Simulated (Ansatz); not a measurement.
# The pair CH₃F···CH₃Cl: a pair, distance and slip

How does the energy of the pair CH₃F···CH₃Cl change over two coordinates at once? A grid of runs gives the map.

Method: RKS B3LYP-D4/def2-SVPD; program: Ansatz 0.2.0.

## Step 1: Starting geometry

10 atoms, charge 0, spin multiplicity 1.

Atoms are counted from 1 here; the program's logs count them from 0.

Bond lengths: C1–F2 1.402 Å, C1–H3 1.107 Å, C1–H4 1.107 Å, C1–H5 1.107 Å, C6–Cl7 1.802 Å, C6–H8 1.104 Å, C6–H9 1.104 Å, C6–H10 1.103 Å. Angles: F2–C1–H3 108.4°, F2–C1–H4 108.6°, F2–C1–H5 108.6°, H3–C1–H4 110.7°, H3–C1–H5 110.7°, H4–C1–H5 109.8°, Cl7–C6–H8 108.2°, Cl7–C6–H9 108.2°, Cl7–C6–H10 108.1°, H8–C6–H9 110.4°, H8–C6–H10 110.9°, H9–C6–H10 110.8°.

Geometry (Å):

```
C    -0.1839    0.0610   -1.9510
F     0.6698   -0.8423   -1.3021
H    -0.0572   -0.0621   -3.0440
H     0.0863    1.0880   -1.6393
H    -1.2259   -0.1608   -1.6509
C     0.2482   -0.1213    1.9559
Cl   -0.9942    1.1001    1.4945
H    -0.2239   -0.8560    2.6305
H     1.0715    0.4020    2.4718
H     0.6092   -0.6086    1.0347
```

This geometry comes from a loose relaxation at PBE in a small basis, which is not shown.

## Step 2: Relaxing the molecule

The input, input.yaml:

```yaml
crystal:
  periodic: [false, false, false]
  atoms:
    - { symbol: C, position_ang: [-0.183863, 0.060964, -1.950981] }
    - { symbol: F, position_ang: [0.669757, -0.842254, -1.302072] }
    - { symbol: H, position_ang: [-0.057194, -0.0621, -3.044003] }
    - { symbol: H, position_ang: [0.086273, 1.088031, -1.639337] }
    - { symbol: H, position_ang: [-1.225864, -0.160806, -1.65093] }
    - { symbol: C, position_ang: [0.248231, -0.12128, 1.95591] }
    - { symbol: Cl, position_ang: [-0.994226, 1.100147, 1.494527] }
    - { symbol: H, position_ang: [-0.223894, -0.855991, 2.630468] }
    - { symbol: H, position_ang: [1.071508, 0.402008, 2.47179] }
    - { symbol: H, position_ang: [0.609172, -0.60862, 1.034727] }
basis:
  gaussian: { orbitals: def2-SVPD }
hamiltonian:
  xc: { name: B3LYP }
  dispersion: d4
output:
  forces: true
relax:
  f_tol: 0.003
  max_steps: 120
```

On the command line:

```
$ ansatz run input.yaml --threads 1 --pin off --max-ram 2560MiB --backend cpu --events-out ev --progress --plain --runs-dir out
```

The program printed, cut to the lines that bear on the results:

```text
Warning: RAYON_NUM_THREADS=1 ignored (pool sized by the plan → 1); use --threads N
[...]
Functional definition: B3LYP
[...]
1183 factors; their error is unknown
[...]
mean field -17404.70438820 eV, -639.6110889339 hartree, gradient 6.1e-5 eV, S^2 0.000000; 0 other end points of the search recorded, 0 dependent functions left out
[...]
reference -17404.70466459 eV, -639.6110990913 hartree; 22, 22 occupied and 116, 116 virtual orbitals, 1183 factors
relax step   1: F+E_penalty+E_count = -17404.89415848 eV  Δ(F+E_penalty+E_count) = +0.000e0 eV  max|allowed force component| = 3.019e-1 eV/Å  Δτ_max = 0.0000 Å  (27 SCF iters, accepted)
[...]
relax step   4: F+E_penalty+E_count = -17404.90346934 eV  Δ(F+E_penalty+E_count) = -9.128e-5 eV  max|allowed force component| = 1.034e-2 eV/Å  Δτ_max = 0.0239 Å  (31 SCF iters, accepted)
[...]
relax step   7: F+E_penalty+E_count = -17404.90361468 eV  Δ(F+E_penalty+E_count) = -1.759e-5 eV  max|allowed force component| = 4.330e-3 eV/Å  Δτ_max = 0.0135 Å  (29 SCF iters, accepted)
[...]
relax step  10: F+E_penalty+E_count = -17404.90363923 eV  Δ(F+E_penalty+E_count) = -4.609e-6 eV  max|allowed force component| = 5.812e-3 eV/Å  Δτ_max = 0.0064 Å  (30 SCF iters, accepted)
[...]
relax step  11: F+E_penalty+E_count = -17404.90364165 eV  Δ(F+E_penalty+E_count) = -2.428e-6 eV  max|allowed force component| = 3.933e-3 eV/Å  Δτ_max = 0.0052 Å  (31 SCF iters, accepted)
[...]
relax step  12: F+E_penalty+E_count = -17404.90364274 eV  Δ(F+E_penalty+E_count) = -1.087e-6 eV  max|allowed force component| = 1.428e-3 eV/Å  Δτ_max = 0.0039 Å  (25 SCF iters, accepted)
1183 factors; their error is unknown
[...]
mean field -17404.71224775 eV, -639.6113777670 hartree, gradient 1.9e-5 eV, S^2 0.000000; 1 other end points of the search recorded, 0 dependent functions left out
[...]
reference -17404.71252307 eV, -639.6113878849 hartree; 22, 22 occupied and 116, 116 virtual orbitals, 1183 factors
Total energy: -17404.90391806 eV, -639.6184215211 hartree
Atom 0 at    -0.190185     0.068418    -1.950611 Å, force    -0.000113     0.000018    -0.000694 eV/Å
Atom 1 at     0.681313    -0.791067    -1.280104 Å, force    -0.000566     0.000455    -0.000674 eV/Å
Atom 2 at    -0.089101    -0.111658    -3.029243 Å, force     0.000010     0.000074     0.001371 eV/Å
Atom 3 at     0.080613     1.102505    -1.701184 Å, force    -0.000379    -0.000823    -0.000100 eV/Å
Atom 4 at    -1.213686    -0.142297    -1.614592 Å, force     0.000980     0.000215    -0.000325 eV/Å
Atom 5 at     0.253939    -0.133685     1.957511 Å, force     0.001428    -0.001214     0.001374 eV/Å
Atom 6 at    -0.971045     1.098893     1.463096 Å, force    -0.000133     0.000171    -0.000000 eV/Å
Atom 7 at    -0.245088    -0.869498     2.596514 Å, force     0.000505     0.001180    -0.000977 eV/Å
Atom 8 at     1.047896     0.380457     2.508932 Å, force    -0.001250    -0.000594    -0.000725 eV/Å
Atom 9 at     0.645245    -0.601968     1.049780 Å, force    -0.000481     0.000518     0.000750 eV/Å
Dipole moment:     0.043772    -0.050655    -0.097951 e Å
```

Wall time 72 s (1 thread of Arm Neoverse V2, shared host); peak memory 0.28 GiB.

Along the way:

| step | energy from step 1 (eV) | largest force component (eV/Å) |
| --- | --- | --- |
| 1 | 0.0000 | 0.3019 |
| 2 | -0.0085 | 0.1001 |
| 3 | -0.0092 | 0.0251 |
| 4 | -0.0093 | 0.0103 |
| 5 | -0.0094 | 0.0028 |
| 6 | -0.0094 | 0.0011 |
| 7 | -0.0095 | 0.0043 |
| 8 | -0.0095 | 0.0049 |
| 9 | -0.0095 | 0.0060 |
| 10 | -0.0095 | 0.0058 |
| 11 | -0.0095 | 0.0039 |
| 12 | -0.0095 | 0.0014 |

Distances of close pairs at the start and the end, largest changes first:

| bond | before (Å) | after (Å) | change (Å) |
| --- | --- | --- | --- |
| C1–H5 | 1.107 | 1.098 | -0.009 |
| C1–H4 | 1.107 | 1.098 | -0.009 |
| C6–H10 | 1.103 | 1.094 | -0.009 |
| C1–H3 | 1.107 | 1.098 | -0.009 |
| C6–H9 | 1.104 | 1.095 | -0.009 |
| C6–H8 | 1.104 | 1.095 | -0.009 |
| C1–F2 | 1.402 | 1.396 | -0.006 |
| C6–Cl7 | 1.802 | 1.807 | +0.004 |

## Step 3: The part CH₃Cl alone, at the geometry typed

The input, input.yaml:

```yaml
crystal:
  periodic: [false, false, false]
  atoms:
    - { symbol: C, position_ang: [0.253939, -0.133685, 1.957511] }
    - { symbol: Cl, position_ang: [-0.971045, 1.098893, 1.463096] }
    - { symbol: H, position_ang: [-0.245088, -0.869498, 2.596514] }
    - { symbol: H, position_ang: [1.047896, 0.380457, 2.508932] }
    - { symbol: H, position_ang: [0.645245, -0.601968, 1.04978] }
basis:
  gaussian: { orbitals: def2-SVPD }
hamiltonian:
  xc: { name: B3LYP }
  dispersion: d4
output:
  forces: true
```

On the command line:

```
$ ansatz run input.yaml --threads 1 --pin off --max-ram 2560MiB --backend cpu --events-out ev --progress --plain --runs-dir out
```

The program printed, cut to the lines that bear on the results:

```text
Warning: RAYON_NUM_THREADS=1 ignored (pool sized by the plan → 1); use --threads N
[...]
Functional definition: B3LYP
[...]
637 factors; their error is unknown
[...]
mean field -13604.61179176 eV, -499.9602618100 hartree, gradient 7.4e-6 eV, S^2 0.000000; 0 other end points of the search recorded, 0 dependent functions left out
[...]
reference -13604.61200093 eV, -499.9602694969 hartree; 13, 13 occupied and 58, 58 virtual orbitals, 637 factors
Total energy: -13604.69363341 eV, -499.9632694352 hartree
Atom 0 at     0.253939    -0.133685     1.957511 Å, force    -0.108601     0.113944     0.012834 eV/Å
Atom 1 at    -0.971045     1.098893     1.463096 Å, force     0.034255    -0.034365     0.017477 eV/Å
Atom 2 at    -0.245088    -0.869498     2.596514 Å, force     0.017489    -0.023079    -0.014535 eV/Å
Atom 3 at     1.047896     0.380457     2.508932 Å, force     0.021381    -0.019300    -0.014512 eV/Å
Atom 4 at     0.645245    -0.601968     1.049780 Å, force     0.035475    -0.037200    -0.001264 eV/Å
Dipole moment:     0.283811    -0.285531     0.114950 e Å
```

Wall time 1.1 s (1 thread of Arm Neoverse V2, shared host); peak memory 0.11 GiB.

## Step 4: The part CH₃F alone, at the geometry typed

The input, input.yaml:

```yaml
crystal:
  periodic: [false, false, false]
  atoms:
    - { symbol: C, position_ang: [-0.190185, 0.068418, -1.950611] }
    - { symbol: F, position_ang: [0.681313, -0.791067, -1.280104] }
    - { symbol: H, position_ang: [-0.089101, -0.111658, -3.029243] }
    - { symbol: H, position_ang: [0.080613, 1.102505, -1.701184] }
    - { symbol: H, position_ang: [-1.213686, -0.142297, -1.614592] }
basis:
  gaussian: { orbitals: def2-SVPD }
hamiltonian:
  xc: { name: B3LYP }
  dispersion: d4
output:
  forces: true
```

On the command line:

```
$ ansatz run input.yaml --threads 1 --pin off --max-ram 2560MiB --backend cpu --events-out ev --progress --plain --runs-dir out
```

The program printed, cut to the lines that bear on the results:

```text
Warning: RAYON_NUM_THREADS=1 ignored (pool sized by the plan → 1); use --threads N
[...]
Functional definition: B3LYP
[...]
546 factors; their error is unknown
[...]
mean field -3800.02439276 eV, -139.6483206850 hartree, gradient 9.3e-6 eV, S^2 0.000000; 0 other end points of the search recorded, 0 dependent functions left out
[...]
reference -3800.02457267 eV, -139.6483272965 hartree; 9, 9 occupied and 58, 58 virtual orbitals, 546 factors
Total energy: -3800.07028142 eV, -139.6500070621 hartree
Atom 0 at    -0.190185     0.068418    -1.950611 Å, force     0.151447    -0.147371     0.133972 eV/Å
Atom 1 at     0.681313    -0.791067    -1.280104 Å, force    -0.101106     0.100484    -0.064837 eV/Å
Atom 2 at    -0.089101    -0.111658    -3.029243 Å, force    -0.029594     0.028824    -0.024101 eV/Å
Atom 3 at     0.080613     1.102505    -1.701184 Å, force     0.029620     0.047495    -0.025156 eV/Å
Atom 4 at    -1.213686    -0.142297    -1.614592 Å, force    -0.050366    -0.029432    -0.019879 eV/Å
Dipole moment:    -0.251734     0.248332    -0.192764 e Å
```

It took 0.81 s on 1 thread of Arm Neoverse V2, shared host; peak memory 0.098 GiB.

## Step 5: The grid

- separation of Cl7 and C1 along their line in the relaxed pair: 9 values from 3.066 to 5.666 Å
- sideways slip of C1, F2, H3, H4, H5: 9 values from −2.20 to 2.20 Å

Nothing else is relaxed (both partners rigid). Energies count from the two partners far apart, frozen as in the relaxed pair, each in its own basis (no counterpoise correction). Points are written as (first, second).

Of the runs on the grid, 3 are shown in the steps below; the others differ only in the two coordinates.

## Step 6: Grid point (3.440 Å, −1.65 Å)

The input, input.yaml:

```yaml
crystal:
  periodic: [false, false, false]
  atoms:
    - { symbol: C, position_ang: [-1.328731, 1.219025, -2.333445] }
    - { symbol: F, position_ang: [-0.457232, 0.35954, -1.662939] }
    - { symbol: H, position_ang: [-1.227647, 1.038949, -3.412078] }
    - { symbol: H, position_ang: [-1.057933, 2.253112, -2.084018] }
    - { symbol: H, position_ang: [-2.352231, 1.00831, -1.997426] }
    - { symbol: C, position_ang: [0.253939, -0.133685, 1.957511] }
    - { symbol: Cl, position_ang: [-0.971045, 1.098893, 1.463096] }
    - { symbol: H, position_ang: [-0.245088, -0.869498, 2.596514] }
    - { symbol: H, position_ang: [1.047896, 0.380457, 2.508932] }
    - { symbol: H, position_ang: [0.645245, -0.601968, 1.04978] }
basis:
  gaussian: { orbitals: def2-SVPD }
hamiltonian:
  xc: { name: B3LYP }
  dispersion: d4
output:
  forces: true
```

On the command line:

```
$ ansatz run input.yaml --threads 1 --pin off --max-ram 2560MiB --backend cpu --events-out ev --progress --plain --runs-dir out
```

The program printed, cut to the lines that bear on the results:

```text
Warning: RAYON_NUM_THREADS=1 ignored (pool sized by the plan → 1); use --threads N
[...]
Functional definition: B3LYP
[...]
1183 factors; their error is unknown
[...]
mean field -17404.63998347 eV, -639.6087221037 hartree, gradient 4.0e-5 eV, S^2 0.000000; 0 other end points of the search recorded, 0 dependent functions left out
[...]
reference -17404.64026076 eV, -639.6087322941 hartree; 22, 22 occupied and 116, 116 virtual orbitals, 1183 factors
Total energy: -17404.81599304 eV, -639.6151903362 hartree
Atom 0 at    -1.328731     1.219025    -2.333445 Å, force     0.144469    -0.137785     0.169677 eV/Å
Atom 1 at    -0.457232     0.359540    -1.662939 Å, force    -0.058732     0.049932    -0.165827 eV/Å
Atom 2 at    -1.227647     1.038949    -3.412078 Å, force    -0.020263     0.019547    -0.017877 eV/Å
Atom 3 at    -1.057933     2.253112    -2.084018 Å, force     0.022803     0.028897    -0.004300 eV/Å
Atom 4 at    -2.352231     1.008310    -1.997426 Å, force    -0.030124    -0.022083    -0.000792 eV/Å
Atom 5 at     0.253939    -0.133685     1.957511 Å, force    -0.103889     0.105334    -0.040541 eV/Å
Atom 6 at    -0.971045     1.098893     1.463096 Å, force     0.014041    -0.006857     0.114793 eV/Å
Atom 7 at    -0.245088    -0.869498     2.596514 Å, force     0.009854    -0.014287    -0.011700 eV/Å
Atom 8 at     1.047896     0.380457     2.508932 Å, force     0.013064    -0.011191    -0.011670 eV/Å
Atom 9 at     0.645245    -0.601968     1.049780 Å, force     0.008777    -0.011507    -0.031763 eV/Å
Dipole moment:     0.041567    -0.048336    -0.097068 e Å
```

Wall time 5.2 s (1 thread of Arm Neoverse V2, shared host); peak memory 0.27 GiB.

Energy on the map's scale: −1.20 kcal/mol.

## Step 7: The run at (3.725 Å, 0.00 Å)

The input, input.yaml:

```yaml
crystal:
  periodic: [false, false, false]
  atoms:
    - { symbol: C, position_ang: [-0.174216, 0.047343, -2.020427] }
    - { symbol: F, position_ang: [0.697283, -0.812142, -1.34992] }
    - { symbol: H, position_ang: [-0.073131, -0.132733, -3.099059] }
    - { symbol: H, position_ang: [0.096582, 1.08143, -1.770999] }
    - { symbol: H, position_ang: [-1.197716, -0.163372, -1.684408] }
    - { symbol: C, position_ang: [0.253939, -0.133685, 1.957511] }
    - { symbol: Cl, position_ang: [-0.971045, 1.098893, 1.463096] }
    - { symbol: H, position_ang: [-0.245088, -0.869498, 2.596514] }
    - { symbol: H, position_ang: [1.047896, 0.380457, 2.508932] }
    - { symbol: H, position_ang: [0.645245, -0.601968, 1.04978] }
basis:
  gaussian: { orbitals: def2-SVPD }
hamiltonian:
  xc: { name: B3LYP }
  dispersion: d4
output:
  forces: true
```

On the command line:

```
$ ansatz run input.yaml --threads 1 --pin off --max-ram 2560MiB --backend cpu --events-out ev --progress --plain --runs-dir out
```

The program printed, cut to the lines that bear on the results:

```text
Warning: RAYON_NUM_THREADS=1 ignored (pool sized by the plan → 1); use --threads N
[...]
Functional definition: B3LYP
[...]
1183 factors; their error is unknown
[...]
mean field -17404.71531951 eV, -639.6114906523 hartree, gradient 5.1e-5 eV, S^2 0.000000; 0 other end points of the search recorded, 0 dependent functions left out
[...]
reference -17404.71559612 eV, -639.6115008173 hartree; 22, 22 occupied and 116, 116 virtual orbitals, 1183 factors
Total energy: -17404.90253315 eV, -639.6183706266 hartree
Atom 0 at    -0.174216     0.047343    -2.020427 Å, force     0.010260    -0.009428     0.017043 eV/Å
Atom 1 at     0.697283    -0.812142    -1.349920 Å, force    -0.008791     0.010189     0.017798 eV/Å
Atom 2 at    -0.073131    -0.132733    -3.099059 Å, force    -0.002847     0.002873    -0.000514 eV/Å
Atom 3 at     0.096582     1.081430    -1.770999 Å, force     0.001401     0.004144     0.000344 eV/Å
Atom 4 at    -1.197716    -0.163372    -1.684408 Å, force    -0.004097    -0.001335     0.000634 eV/Å
Atom 5 at     0.253939    -0.133685     1.957511 Å, force    -0.007806     0.007906    -0.005868 eV/Å
Atom 6 at    -0.971045     1.098893     1.463096 Å, force     0.003450    -0.004269    -0.010941 eV/Å
Atom 7 at    -0.245088    -0.869498     2.596514 Å, force     0.002190    -0.001206    -0.003373 eV/Å
Atom 8 at     1.047896     0.380457     2.508932 Å, force     0.000903    -0.002505    -0.003116 eV/Å
Atom 9 at     0.645245    -0.601968     1.049780 Å, force     0.005337    -0.006370    -0.012006 eV/Å
Dipole moment:     0.043133    -0.049795    -0.094996 e Å
```

Wall time 4.8 s (1 thread of Arm Neoverse V2, shared host); peak memory 0.27 GiB.

On the map this point reads −3.20 kcal/mol.

## Step 8: Point (3.725 Å, 1.10 Å)

The input, input.yaml:

```yaml
crystal:
  periodic: [false, false, false]
  atoms:
    - { symbol: C, position_ang: [0.554818, -0.680142, -1.634064] }
    - { symbol: F, position_ang: [1.426316, -1.539627, -0.963558] }
    - { symbol: H, position_ang: [0.655902, -0.860218, -2.712697] }
    - { symbol: H, position_ang: [0.825616, 0.353945, -1.384637] }
    - { symbol: H, position_ang: [-0.468683, -0.890857, -1.298045] }
    - { symbol: C, position_ang: [0.253939, -0.133685, 1.957511] }
    - { symbol: Cl, position_ang: [-0.971045, 1.098893, 1.463096] }
    - { symbol: H, position_ang: [-0.245088, -0.869498, 2.596514] }
    - { symbol: H, position_ang: [1.047896, 0.380457, 2.508932] }
    - { symbol: H, position_ang: [0.645245, -0.601968, 1.04978] }
basis:
  gaussian: { orbitals: def2-SVPD }
hamiltonian:
  xc: { name: B3LYP }
  dispersion: d4
output:
  forces: true
```

On the command line:

```
$ ansatz run input.yaml --threads 1 --pin off --max-ram 2560MiB --backend cpu --events-out ev --progress --plain --runs-dir out
```

The program printed, cut to the lines that bear on the results:

```text
Warning: RAYON_NUM_THREADS=1 ignored (pool sized by the plan → 1); use --threads N
[...]
Functional definition: B3LYP
[...]
1183 factors; their error is unknown
[...]
mean field -17404.68970207 eV, -639.6105492286 hartree, gradient 5.9e-5 eV, S^2 0.000000; 0 other end points of the search recorded, 0 dependent functions left out
[...]
reference -17404.68998030 eV, -639.6105594533 hartree; 22, 22 occupied and 116, 116 virtual orbitals, 1183 factors
Total energy: -17404.87910392 eV, -639.6175096182 hartree
Atom 0 at     0.554818    -0.680142    -1.634064 Å, force     0.035209    -0.038466    -0.037102 eV/Å
Atom 1 at     1.426316    -1.539627    -0.963558 Å, force    -0.009570     0.010925     0.016822 eV/Å
Atom 2 at     0.655902    -0.860218    -2.712697 Å, force    -0.021446     0.023774     0.025462 eV/Å
Atom 3 at     0.825616     0.353945    -1.384637 Å, force    -0.000441     0.027637    -0.019945 eV/Å
Atom 4 at    -0.468683    -0.890857    -1.298045 Å, force    -0.029168     0.000189    -0.018427 eV/Å
Atom 5 at     0.253939    -0.133685     1.957511 Å, force    -0.037751     0.038157    -0.017739 eV/Å
Atom 6 at    -0.971045     1.098893     1.463096 Å, force    -0.004946     0.003995    -0.016489 eV/Å
Atom 7 at    -0.245088    -0.869498     2.596514 Å, force     0.014373    -0.011699    -0.016570 eV/Å
Atom 8 at     1.047896     0.380457     2.508932 Å, force     0.010046    -0.015818    -0.015995 eV/Å
Atom 9 at     0.645245    -0.601968     1.049780 Å, force     0.043695    -0.038694     0.099983 eV/Å
Dipole moment:     0.046388    -0.053094    -0.094724 e Å
```

It took 5.6 s on 1 thread of Arm Neoverse V2, shared host; peak memory 0.27 GiB.

Energy on the map's scale: −2.66 kcal/mol.

## Step 9: The map

81 points were computed. Energies in kcal/mol, from the two partners far apart, frozen as in the relaxed pair, each in its own basis (no counterpoise correction):

```csv
"sideways slip of C1, F2, H3, H4, H5 (Å) ↓, separation of Cl7 and C1 along their line in the relaxed pair (Å) →",3.066,3.208,3.440,3.725,4.052,4.413,4.804,5.223,5.666
2.20,7.98,3.74,0.23,−1.26,−1.49,−1.20,−0.87,−0.61,−0.43
1.65,5.97,2.21,−0.83,−1.98,−1.95,−1.51,−1.07,−0.75,−0.53
1.10,4.92,1.09,−1.79,−2.66,−2.39,−1.79,−1.24,−0.85,−0.60
0.55,4.84,0.66,−2.33,−3.08,−2.65,−1.95,−1.34,−0.91,−0.63
0.00,2.48,−0.65,−2.82,−3.20,−2.64,−1.92,−1.31,−0.89,−0.62
−0.55,−0.46,−1.99,−2.94,−2.89,−2.31,−1.67,−1.15,−0.79,−0.56
−1.10,−0.86,−1.73,−2.23,−2.14,−1.73,−1.27,−0.90,−0.64,−0.46
−1.65,0.11,−0.67,−1.20,−1.29,−1.11,−0.85,−0.63,−0.46,−0.35
−2.20,0.46,−0.08,−0.52,−0.67,−0.62,−0.50,−0.39,−0.30,−0.23
```

The largest force on an atom (eV/Å) at each point:

| sideways slip of C1, F2, H3, H4, H5 (Å) ↓, separation of Cl7 and C1 along their line in the relaxed pair (Å) → | 3.066 | 3.208 | 3.440 | 3.725 | 4.052 | 4.413 | 4.804 | 5.223 | 5.666 |
| --- | --- | --- | --- | --- | --- | --- | --- | --- | --- |
| 2.20 | 1.39 | 0.90 | 0.44 | 0.21 | 0.20 | 0.21 | 0.21 | 0.22 | 0.23 |
| 1.65 | 1.25 | 0.81 | 0.39 | 0.16 | 0.15 | 0.17 | 0.19 | 0.20 | 0.22 |
| 1.10 | 1.02 | 0.64 | 0.29 | 0.12 | 0.10 | 0.14 | 0.17 | 0.19 | 0.21 |
| 0.55 | 1.14 | 0.61 | 0.18 | 0.05 | 0.07 | 0.13 | 0.16 | 0.19 | 0.20 |
| 0.00 | 0.79 | 0.42 | 0.12 | 0.02 | 0.09 | 0.14 | 0.17 | 0.19 | 0.21 |
| −0.55 | 0.42 | 0.24 | 0.08 | 0.10 | 0.14 | 0.17 | 0.19 | 0.20 | 0.21 |
| −1.10 | 0.39 | 0.24 | 0.18 | 0.19 | 0.20 | 0.21 | 0.21 | 0.22 | 0.22 |
| −1.65 | 0.43 | 0.29 | 0.26 | 0.25 | 0.24 | 0.24 | 0.23 | 0.23 | 0.23 |
| −2.20 | 0.36 | 0.31 | 0.29 | 0.28 | 0.27 | 0.26 | 0.25 | 0.24 | 0.24 |

## Step 10: Outcome

```
                       quantity                                                                             value
                   lowest point                                                 (3.725 Å, 0.00 Å), −3.20 kcal/mol
         highest computed point                                (3.066 Å, 2.20 Å), 11.18 kcal/mol above the lowest
largest force on an atom (eV/Å)  0.02 at (3.725 Å, 0.00 Å) to 1.39 at (3.066 Å, 2.20 Å); 0.02 at the lowest point
        time for the whole task                                                  9.6 min on 1 thread, shared host
```

What this shows: The lowest computed point is at (3.725 Å, 0.00 Å), −3.20 kcal/mol from the two partners far apart, frozen as in the relaxed pair, each in its own basis (no counterpoise correction). The grid is coarse, so the lowest point of the scanned range may lie between grid points; coordinates that were held can hide deeper minima. The grid shows no other well, apart from its symmetry copies. The highest computed point, (3.066 Å, 2.20 Å), lies 11.18 kcal/mol above the lowest. Round the minimum the valley is somewhat tilted: raising the first coordinate shifts the best value of the second coordinate upwards (coupling k₁₂/√(k₁₁k₂₂) about −0.5). No counterpoise correction was made, so wells between separate parts tend to come out somewhat too deep.
